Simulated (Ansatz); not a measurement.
**hcp Tc**

The numbers are results of LDA (Ansatz, an electronic-structure program, PAW), not measurements.

Settings: plane-wave cutoff 520 eV, 16×16×10 k mesh (along the axes of the cell as run), Fermi–Dirac smearing 0.1 eV, perturbation theory, force constants from a 4×4×2 q mesh, no spin polarisation, scalar-relativistic PAW data made under PBE.

Cell: relaxed at this level.

```
Item                      Result
-----------------  -------------
zero-point energy  0.031 eV/atom
```

Cost on a shared machine: very roughly 13 core-minutes.
